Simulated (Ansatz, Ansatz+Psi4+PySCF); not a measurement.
| atom | x (Å) | y (Å) | z (Å) |
| --- | --- | --- | --- |
| C | 0.0000 | 0.0000 | -1.5112 |
| Br | 0.0000 | 0.0000 | 0.4183 |
| H | 0.0000 | -1.0395 | -1.8580 |
| H | -0.9002 | 0.5197 | -1.8580 |
| H | 0.9002 | 0.5197 | -1.8580 |

Basis set: cc-pVTZ (spherical functions). Frozen core: 10 orbitals. Charge 0, multiplicity 1.

Computed with Ansatz (development build ahead of 0.2.0); each method stands on the lowest determinant of its kind that the runs found. Restricted open shells among the atoms or ions are ROHF, correlated in semicanonical orbitals with singles.

The atomization energy at this shape (free ground-state atoms in the same class of orbitals less the molecule, no zero-point energy) of singlet CH3Br:

```json
{"method": "RHF", "atomization energy": "12.66 eV"}
```

Q: What does RHF-MP2 give?

A: 16.40 eV.
